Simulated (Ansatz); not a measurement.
```yaml
crystal:
  periodic: [false, false, false]
  atoms:
    - {symbol: P, position_ang: [-0.460089, -0.498393, 0.425200]}
    - {symbol: S, position_ang: [0.785275, 0.959191, -0.470480]}
    - {symbol: H, position_ang: [0.282859, -1.642262, 0.032556]}
    - {symbol: H, position_ang: [-1.380931, -0.635996, -0.646038]}
    - {symbol: H, position_ang: [0.822785, 1.743860, 0.617263]}
basis:
  gaussian: {orbitals: def2-mTZVP, final_grid: {core_spheres: 1, valence_spheres: 1, degree: 3}}
total_charge: -1
magnetization: {spin_polarized: true, initial_magnetization: 1}
hamiltonian: {xc: {name: wB97M-V}}
```

```sh
$ ansatz run in.yaml --threads 2 --pin off --events-out ev --progress --plain --max-ram 4352MiB
```

Output, abridged:

```
Functional definition: wB97M-V
476 factors; integrals over basis functions are off by at most 7.6e-4 eV
166 factors; integrals over basis functions are off by at most 5.1e-6 eV
mean field evaluation 1: about -20169.1948 eV, gradient 9.6e0 eV
mean field evaluation 2: about -20169.7408 eV, gradient 5.3e0 eV
mean field evaluation 4: about -20169.9008 eV, gradient 3.1e-1 eV
mean field evaluation 8: about -20164.0138 eV, gradient 5.5e-1 eV
mean field evaluation 16: about -20164.0356 eV, gradient 3.0e-2 eV
mean field -20164.03599843 eV, -741.0146552677 hartree, gradient 1.1e-5 eV, S^2 0.753566; 6 other end points of the search recorded, 0 dependent functions left out
reference -20164.03619061 eV, -741.0146623302 hartree; 18, 17 occupied and 35, 36 virtual orbitals, 476 factors
Total energy: -20164.03619061 eV, -741.0146623302 hartree
```

In this input the integration grid is far too coarse. The calculation finished and met its thresholds. The result belongs to that input, not to the molecule as meant.
